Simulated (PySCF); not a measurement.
nitrogen trifluoride (F3N), SMILES FN(F)F.

Geometry optimised at B3LYP-D3(BJ)/def2-TZVP.

These are PBE/def2-TZVPD run with PySCF values and carry that method's errors.

Symmetry labels are those of the subgroup Cs that the program uses (full group C3v).

List the valence orbital energies around the gap with their symmetry. (An estimate is asked for; the answer gives what the named calculation found.)


```
orbital  symmetry  energy (eV)
-------  --------  -----------
HOMO−7         A'       -15.92
HOMO−6         A'       -14.24
HOMO−5         A'       -11.90
HOMO−4         A"       -11.90
HOMO−3         A'       -10.75
HOMO−2         A"       -10.75
HOMO−1         A"       -10.30
HOMO           A'        -8.57
LUMO           A'        -1.36
LUMO+1         A"        -1.25
LUMO+2         A'        -1.25
LUMO+3         A'         0.54
```
